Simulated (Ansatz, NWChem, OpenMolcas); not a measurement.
**Worked example: vertical energy of the triplet above the singlet of Si2H6 (disilane)**

The species is Si2H6 (8 atoms), meant as a singlet with charge 0. As SMILES, `[SiH3][SiH3]`. The shape is that of a PBE0-D4/def2-TZVP optimisation.

Both states at this one shape; open shells run unrestricted unless said. 1 Eh = 27.2114 eV.

| level | program | singlet Si2H6 (Eh) | triplet Si2H6 (Eh) |
| --- | --- | --- | --- |
| BHLYP/aug-cc-pVDZ | OpenMolcas | -582.563716 | -582.313710 |
| wB97X/aug-cc-pVDZ | NWChem | -582.556600 | -582.278454 |
| MP2/aug-pcseg-1, 10 core orbitals frozen | Ansatz | -581.507467 | -581.246160 |

Work out the vertical gap, second state less first, at each level.


1. BHLYP/aug-cc-pVDZ: -582.313710 − (-582.563716) = 0.250006 Eh = 6.80 eV.
2. wB97X/aug-cc-pVDZ: -582.278454 − (-582.556600) = 0.278146 Eh = 7.57 eV.
3. MP2/aug-pcseg-1: -581.246160 − (-581.507467) = 0.261307 Eh = 7.11 eV.

No measured value is set beside it here; the levels span 6.80 to 7.57 eV.
